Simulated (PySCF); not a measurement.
**Working out the ionisation energy of B**

B [He] 2s2 2p1 (2P) → B⁺ [He] 2s2 (1S). Calculation: PySCF 2.14, in def2-QZVPPD (8s4p4d2f1g, 63 functions); the non-relativistic Hamiltonian (point nucleus). Frozen: nothing. Energies in hartree (1 hartree = 27.21139 eV):

```csv
part,B (lower),B⁺ (upper)
UHF,-24.533099,-24.237528
CCSD correlation,-0.085605,-0.078953
(T),-0.001728,-0.000414
```

**Question.** What does Hartree-Fock give?

**Answer.** (-24.237528) − (-24.533099) = 0.295571 hartree = 8.043 eV.

**Question.** What do CCSD and CCSD(T) give?

**Answer.** The CCSD correlation energies differ by 0.006652 hartree = 0.181 eV and the triples by 0.001314 hartree = 0.036 eV, so CCSD gives 8.224 eV and CCSD(T) 8.260 eV.

Measured between the centres of the two terms (NIST): 8.297 eV, so CCSD(T) (valence and next inner shell) is off by -0.037 eV.

What remains against the reference includes basis incompleteness and higher excitations.
